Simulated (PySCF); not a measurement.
# propargyl ethyl sulfide (C₅H₈S): electronic excitations and core binding energies

What electronic excitations and core binding energies should propargyl ethyl sulfide (C₅H₈S) (`C#CCSCC`) show?

The runs use PySCF 2.14.0, with density-fitted response routines of our own; the level of theory stands in each step. All values are computed, except where a source is named. Atoms are numbered from 0 throughout.

## (1) The starting structure

14 atoms, charge 0, multiplicity 1; geometry from: GFN2-xTB.

Bonds of the start (Å): C0–C1 1.20, C1–C2 1.44, C2–S3 1.84, S3–C4 1.82, C4–C5 1.52, C0–H6 1.05, C2–H7 1.09, C2–H8 1.09, C4–H9 1.09, C4–H10 1.09, C5–H11 1.09, C5–H12 1.09, C5–H13 1.09.

## (2) TDDFT and polarisability: CAM-B3LYP/def2-SVPD

The job: settings as JSON, then the geometry in Å.

```
{"job": {"kind": "uv", "xc": "CAM-B3LYP", "basis": "def2-SVPD", "nstates": 8, "ntriplets": 3}, "charge": 0, "multiplicity": 1}
C      2.665247     0.220370     0.709394
C      1.903684    -0.482325     0.108770
C      0.929743    -1.247442    -0.620340
S     -0.147419    -0.170252    -1.654764
C     -0.834644     0.941287    -0.383442
C     -1.883197     0.272477     0.485434
H      3.361767     0.799582     1.237882
H      1.413474    -1.918342    -1.331172
H      0.294334    -1.823497     0.054905
H      0.004313     1.312461     0.206331
H     -1.267715     1.764639    -0.950665
H     -2.328477     1.005751     1.155200
H     -2.669269    -0.158604    -0.130946
H     -1.442520    -0.516577     1.091245
```

Level: TDDFT CAM-B3LYP/def2-SVPD, vertical, gas phase, core orbitals frozen in the response.

**Question.** This job is followed by: delta-SCF UKS SCAN, pcX-2 on the ionised atom, pcseg-1 elsewhere, spin-free X2C. What will the session give for the following? lowest singlet (CAM-B3LYP/def2-SVPD); brightest single state of those computed; lowest triplet; C1s binding energies, SCAN/pcX-2 (standing for 4 of 5 atoms); S1s binding energies, SCAN/pcX-2; S2p binding energies, SCAN/pcX-2.

**Answer**, as computed:

```
                                                    quantity                                          value
                        lowest singlet (CAM-B3LYP/def2-SVPD)                    5.28 eV (235 nm), f = 0.003
                    brightest single state of those computed                    state 5, 6.68 eV, f = 0.030
                                              lowest triplet                                        4.74 eV
C1s binding energies, SCAN/pcX-2 (standing for 4 of 5 atoms)  C2 291.93, C4 291.10, C5 290.69, C0 290.17 eV
                            S1s binding energies, SCAN/pcX-2                                  S3 2476.67 eV
                            S2p binding energies, SCAN/pcX-2                                   S3 169.33 eV
```

What this shows: The lowest singlet, at 5.28 eV, is HOMO→LUMO 0.77 and is weak; of the 8 states computed, the strongest absorption comes from state 5 at 6.68 eV. The lowest triplet lies 0.53 eV below the lowest singlet (triplets in Tamm-Dancoff, singlets in full TDDFT). The C1s levels kept as sound span 1.76 eV, from C0 (terminal alkyne carbon) up to C2 (propargylic sp3 CH2 bonded to S). Only 4 of the 5 C atoms are covered by sound results.
